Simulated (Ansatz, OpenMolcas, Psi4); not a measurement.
**A small benchmark: dipole moment**

6 molecules with nitrogen; the dipole moment in D, computed less measured. Shapes, held fixed at every level: PBE0-D4/def2-TZVP. No vibrational averaging. Dipoles are compared by magnitude; molecules under 1 D, whose direction can flip, are left out. Programs: Ansatz 0.2.0, OpenMolcas 26.06, Psi4 1.11. A level may come from different programs for different species; with the same settings they agree closely. Measured values: NIST CCCBDB.

Levels: A = HF/def2-SVP; B = PBE-D4/def2-TZVPP; C = r2SCAN-D4/def2-TZVPP; D = B3LYP/6-31G* (Cartesian functions).

| molecule | measured | A | B | C | D |
| --- | --- | --- | --- | --- | --- |
| HCN (hydrogen cyanide) | 2.98 | +0.21 | -0.06 | +0.04 | -0.08 |
| C2F3N (cyanotrifluoromethane) | 1.33 | -0.16 | +0.15 | +0.16 | +0.15 |
| CH5N (methylamine) | 1.31 | +0.13 | -0.06 | -0.03 | +0.10 |
| C2H5N (N-methylmethanimine) | 1.53 | +0.21 | -0.17 | -0.10 | -0.12 |
| C3H3NO (oxazole) | 1.50 | +0.02 | +0.06 | +0.07 | +0.05 |
| C4H5N (pyrrole) | 1.84 | +0.18 | +0.09 | +0.10 | +0.10 |

Problem. Sum up the errors.

Solution. 
```json
{"level": "HF/def2-SVP", "kind": "Hartree–Fock", "mean error": "+0.098", "mean absolute error": "0.152", "worst case": "HCN"}
{"level": "PBE-D4/def2-TZVPP", "kind": "GGA", "mean error": "+0.002", "mean absolute error": "0.098", "worst case": "C2H5N"}
{"level": "r2SCAN-D4/def2-TZVPP", "kind": "meta-GGA", "mean error": "+0.040", "mean absolute error": "0.083", "worst case": "C2F3N"}
{"level": "B3LYP/6-31G* (Cartesian functions)", "kind": "global hybrid", "mean error": "+0.033", "mean absolute error": "0.100", "worst case": "C2F3N"}
```

On this set r2SCAN-D4/def2-TZVPP has the smallest mean absolute error and HF/def2-SVP the largest. HF/def2-SVP is too high in 5 of 6; r2SCAN-D4/def2-TZVPP is too high in 4 of 6; B3LYP/6-31G* (Cartesian functions) is too high in 4 of 6. The tabulated values of C2F3N, C4H5N are in doubt (older tables, estimates, or at odds with other calculations) and kept here. Over the 4 molecules whose values aren't doubted the mean absolute errors are A 0.142; B 0.088; C 0.060; D 0.087. The smallest two are near a tie. The set is small.
